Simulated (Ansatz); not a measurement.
Two structures, one formula

The two ends of one reaction step of C2H7Si, doublet (PBE0-D4/def2-TZVP).

A:

```tsv
atom	x (Å)	y (Å)	z (Å)
H1	-2.0867	2.0780	0.3223
Si2	1.1014	0.7127	-0.1300
C3	0.1223	-0.7524	0.4630
C4	-0.9217	-1.2448	-0.1980
H5	0.5246	1.1941	-1.4131
H6	2.5284	0.3444	-0.3392
H7	1.0656	1.8145	0.8700
H8	0.4122	-1.2345	1.3957
H9	-1.2626	-0.8100	-1.1336
H10	-1.4834	-2.1020	0.1629
```

B:

H1  (-1.354, 0.774, 0.548)
Si2  (1.003, 0.798, -0.143)
C3  (-0.575, 0.004, 0.546)
C4  (-0.947, -1.161, -0.274)
H5  (0.771, 1.234, -1.546)
H6  (2.111, -0.192, -0.125)
H7  (1.407, 1.984, 0.665)
H8  (-0.374, -0.270, 1.587)
H9  (-1.534, -1.038, -1.174)
H10  (-0.508, -2.132, -0.085)
(Å)

Ansatz 0.2.0; basis: def2-TZVPP; cores frozen in the correlated methods; orbitals are unrestricted. B3LYP uses VWN-RPA correlation.

**Question.** Which structure is lower at CCSD(T), and by how much? (To be estimated.)

**Answer.** The calculation gives: B, by 1.741 eV (electronic energy, against the other). By their contacts, A is a complex of C₂H₆Si (C=C[SiH3]) + H and B is C₂H₇Si ([CH2][CH2][SiH3]).

All methods give the same order:

| method | E(B) − E(A) (eV) |
| --- | --- |
| SPW92 | -1.946 |
| PBE-D4 | -1.770 |
| BLYP-D4 | -1.707 |
| r2SCAN-D4 | -1.964 |
| B97M-V | -1.851 |
| PBE0-D4 | -1.885 |
| B3LYP-D4 | -1.816 |
| r2SCAN0-D4 | -2.044 |
| BHLYP-D4 | -1.918 |
| CAM-B3LYP-D4 | -1.860 |
| wB97X-V | -1.848 |
| wB97M-V | -1.802 |
| B2PLYP | -1.761 |
| PBE-QIDH | -1.870 |
| RPA on PBE | -1.704 |
| HF | -1.680 |
| MP2 | -1.606 |
| CCSD | -1.813 |
| CCSD(T) | -1.741 |

T1 diagnostic: at most 0.014. ⟨S²⟩ of the unrestricted Hartree–Fock references: 0.75 to 0.76 (a pure state has 0.75).

Labels in which every atom is bracketed show which atoms are joined, not bond orders.

For scale, one of the runs: CCSD(T)/def2-TZVPP, 202 basis functions, launched by `ansatz run in.yaml --threads 4 --pin off --events-out ev --progress --plain --max-ram 9574MiB`. Hardware: 4 CPU threads of an Intel Xeon, shared host. Wall time 2.2 min; peak host memory 6.3 GiB.
